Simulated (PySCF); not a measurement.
# C$_{3}$H$_{7}$, SMILES `C[CH]C` (charge 0, multiplicity 2)

Level of theory: PySCF with PBE0-D3(BJ)/def2-TZVP.

| Quantity | Value |
|---|---|
| highest occupied spin orbital | -5.36 eV |
| dipole moment | 0.21 D |
| total energy | -118.3711 Ha |
| cost | roughly 100 core-seconds |

```xyz
10

C     -1.2902    -0.0637     0.0534
C      0.0938    -0.2500     0.5462
C      1.2519     0.1107    -0.3032
H     -1.4144    -0.4741    -0.9557
H     -2.0267    -0.5369     0.7054
H     -1.5598     1.0024    -0.0183
H      0.2551    -0.4450     1.6003
H      1.3471     1.2018    -0.4247
H      1.1480    -0.2970    -1.3157
H      2.1952    -0.2484     0.1124
```
Charge 0, spin multiplicity 2.
